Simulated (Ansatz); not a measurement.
# [NH$_{2}$···H···CH$_{3}$], doublet: the ladder up to UCCSDT(Q)

Geometry: a point of a hydrogen-transfer path between rigid fragments, not a stationary point.

```xyz
8

N    -1.2680   -0.0178   -0.0277
H    -1.5652    0.9501   -0.0277
H    -1.5652   -0.4201    0.8526
H     0.1360   -0.0178   -0.0277
C     1.3820   -0.0178   -0.0277
H     1.3820   -1.0978   -0.0277
H     1.3820    0.5222    0.9077
H     1.3820    0.5222   -0.9630
```

Basis cc-pVDZ; Ansatz 0.2.0. Only valence electrons are correlated (noble-gas cores frozen), which leaves 15 electrons in 56 orbitals. R marks a restricted (for open shells ROHF) determinant, U an unrestricted one. Active spaces: pair = (3e, 3o) about the gap.

Full CI isn't at hand for all of this; UCCSDT(Q) serves as the reference, and is uncertain by about the last step of the cluster series. The frozen core follows each run's orbitals, which can shift R against U totals by a few meV.

For open shells CISD is restricted-active-space CI with the open shells as a complete middle space.

```
UHF ⟨S²⟩                          : 0.798
T1 diagnostic (RCCSD)             : 0.0309
largest doubles amplitude (RCCSD) : 0.056
T1 diagnostic (UCCSD)             : 0.0161
```

```
                level  E − E(UCCSDT(Q)) (kcal/mol)  share of correlation (%)     wall time
                  RHF                       245.43                      0.00             –
                  UHF                       238.26                      2.92             –
                 RMP2                        31.55                     87.14             –
                 UMP2                        32.35                     86.82             –
                 CISD                        30.50                     87.57          15 s
                RCCSD                         7.05                     97.13             –
                UCCSD                         6.80                     97.23             –
             RCCSD(T)                         0.99                     99.60          11 s
             UCCSD(T)                         1.00                     99.59          11 s
              BCCD(T)                         0.96                     99.61         4.4 s
               RCCSDT                         0.43                     99.83             –
               UCCSDT                         0.40                     99.84             –
            RCCSDT(Q)                         0.01                     99.99    9 s (H100)
  CASSCF (pair space)                       228.85                      6.76             –
  NEVPT2 (pair space)                        29.21                     88.10         1.2 s
  MRCISD (pair space)                        26.06                     89.38             –
MRCISD+Q (pair space)                         4.11                     98.33  1.8 s (H100)
```

The correlation energy at UCCSDT(Q), counted from RHF, is -10.643 eV. That run took 7.5 s on 2 threads of AMD EPYC 7R13 with a shared H100 80 GB, shared host.

Times hold each run's SCF and search for its determinant on a shared host, so for small cases they say little of a method's own cost; rows without a card ran on 1 thread of AMD EPYC 7R13.
